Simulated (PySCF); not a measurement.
**cyclopropanecarboxamide (C4H7NO): geometry, NMR shifts, spin-spin couplings, electronic excitations and core binding energies**

What NMR shifts, spin-spin couplings, electronic excitations and core binding energies should cyclopropanecarboxamide (C4H7NO) (`NC(=O)C1CC1`) show?

Computed with PySCF 2.14.0, with density-fitted response routines of our own, on a single molecule in the gas phase. Atoms are numbered from 0 throughout.

## (1) The molecule as given

13 atoms, charge 0, multiplicity 1; geometry from: MMFF94s.

Bonds of the start (Å): N0–C1 1.36, C1–O2 1.22, C1–C3 1.49, C3–C4 1.51, C4–C5 1.50, C5–C3 1.51, N0–H6 1.01, N0–H7 1.01, C3–H8 1.09, C4–H9 1.09, C4–H10 1.08, C5–H11 1.08, C5–H12 1.09.

## (2) Geometry optimisation at PBE0-D3(BJ)/def2-SVP

What the job is given:

```
{"job": {"xc": "PBE0", "basis": "def2-SVP", "d3": "d3bj", "grid": 1, "kind": "geom"}, "charge": 0, "multiplicity": 1}
N      2.154050     0.498531     0.369818
C      0.834979     0.393793     0.686594
O      0.402951     0.705697     1.787542
C     -0.037099    -0.127489    -0.397444
C     -1.193014    -1.040781    -0.062725
C     -1.460428     0.362437    -0.525610
H      2.778308     0.848852     1.083738
H      2.531680     0.244791    -0.530300
H      0.471860    -0.338045    -1.333485
H     -1.380929    -1.271482     0.980777
H     -1.412746    -1.853809    -0.744070
H     -1.861866     0.503832    -1.521808
H     -1.827746     1.073671     0.206974
```

Launch:

```console
$ OMP_NUM_THREADS=1 python probes_run.py task.json out
```

The driver reads the jobs from task.json and runs them one after another.

**Question.** This job is followed by: GIAO PBE0/pcSseg-1 NMR shielding, non-relativistic, gas phase; B3LYP/pcJ-1 indirect spin-spin coupling, non-relativistic, gas phase; TDDFT CAM-B3LYP/def2-SVPD, vertical, gas phase, core orbitals frozen in the response; GIAO wB97X-D/pcSseg-2 NMR shielding, non-relativistic, gas phase; delta-SCF UKS SCAN, pcX-2 on the ionised atom, pcseg-1 elsewhere, spin-free X2C. Predict these results of the whole session: point group; rotational constants (main isotopes); ¹³C shifts against TMS (PBE0/pcSseg-1, means over atoms taken as alike); ¹H shifts against TMS (PBE0/pcSseg-1, means over atoms taken as alike); ¹⁵N shifts against NH3 (PBE0/pcSseg-1); ¹⁷O shifts against H2O (PBE0/pcSseg-1); largest coupling of the table (B3LYP/pcJ-1); lowest singlet (CAM-B3LYP/def2-SVPD); brightest single state of those computed; lowest triplet; vertical ionisation energy (ΔSCF); C1s binding energies, SCAN/pcX-2; N1s binding energies, SCAN/pcX-2; O1s binding energies, SCAN/pcX-2; range of the shift of O2.

The runs gave:

| quantity | value |
| --- | --- |
| point group | Cs |
| rotational constants (main isotopes) | 7.50, 2.74, 2.38 GHz |
| ¹³C shifts against TMS (PBE0/pcSseg-1, means over atoms taken as alike) | 173.9, 14.2, 9.6 ppm |
| ¹H shifts against TMS (PBE0/pcSseg-1, means over atoms taken as alike) | 4.82, 4.32, 0.95, 0.71, 0.58 ppm |
| ¹⁵N shifts against NH3 (PBE0/pcSseg-1) | 115.2 ppm |
| ¹⁷O shifts against H2O (PBE0/pcSseg-1) | 374.6 ppm |
| largest coupling of the table (B3LYP/pcJ-1) | ¹J(C,H) C4–H9, 176.3 Hz |
| lowest singlet (CAM-B3LYP/def2-SVPD) | 5.87 eV (211 nm), f = 0.000 |
| brightest single state of those computed | state 7, 8.23 eV, f = 0.366 |
| lowest triplet | 5.44 eV |
| vertical ionisation energy (ΔSCF) | 9.81 eV |
| C1s binding energies, SCAN/pcX-2 | C1 293.70, C3 290.95, C4 290.76 eV |
| N1s binding energies, SCAN/pcX-2 | N0 405.94 eV |
| O1s binding energies, SCAN/pcX-2 | O2 536.74 eV |
| range of the shift of O2 | 365.0 to 374.6 ppm |

**Reading.** The optimisation took 9 steps and gained 0.048 eV; among the close pairs (by a distance rule), C4–C5 changed most, from 1.502 to 1.486 Å. The most deshielded carbon is C1 (amide carbonyl carbon), at 173.9 ppm: it is a carbonyl in resonance with an O or N lone pair, the region of acids, esters and amides. At PBE0/pcSseg-1: The widest tensor belongs to O2: span 661 ppm, with a paramagnetic part of -442 ppm. Of the pairs tabulated at B3LYP/pcJ-1, C4–H9 (mean over like pairs) couples most strongly (176.3 Hz; Fermi contact 175.0 Hz). Couplings across rotatable bonds belong to this one conformer; where others are populated, the observed values are averages. The lowest singlet, at 5.87 eV, is HOMO→LUMO+1 0.91 and is dark; of the 10 states computed, the strongest absorption comes from state 7 at 8.23 eV. The lowest triplet lies 0.43 eV below the lowest singlet (triplets in Tamm-Dancoff, singlets in full TDDFT). The orbital energy would give 8.95 eV for ionisation, ΔSCF gives 9.81 eV. The C1s levels kept as sound span 2.94 eV, from C4 (three-membered-ring carbon) up to C1 (amide carbonyl carbon). In ppm, O2 moves most: its shift spreads over 9.6 ppm, from 365.0 (wB97X-D/pcSseg-2) to 374.6 (PBE0/pcSseg-1). Most of that comes from the computed reference, not from the atom's own shielding.
